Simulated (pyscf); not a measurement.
One hydrogen abstraction on the doublet surface with elements of a group swapped. ωB97M-D3(BJ)/def2-TZVP, kcal/mol, from the separated reactants. Single points on ωB97X-D3(BJ)/def2-SVP structures (PySCF, gas phase).

```
step                                       barrier  reaction energy  imaginary mode (i cm⁻¹)
-----------------------------------------  -------  ---------------  -----------------------
H₂N–Si•(F)–Cl + H₂ → H₂N–SiH(F)–Cl + H•          ?                ?                     1180
H₂N–Si•(Cl)–Cl + H₂ → H₂N–SiH(Cl)–Cl + H•     15.9            +10.8                      965
```

Task: Fill in the missing entries.

Result: 
- H₂N–Si•(F)–Cl + H₂ → H₂N–SiH(F)–Cl + H•, barrier: 13.8
- H₂N–Si•(F)–Cl + H₂ → H₂N–SiH(F)–Cl + H•, reaction energy: +7.4

Each row is the saddle that its search found.
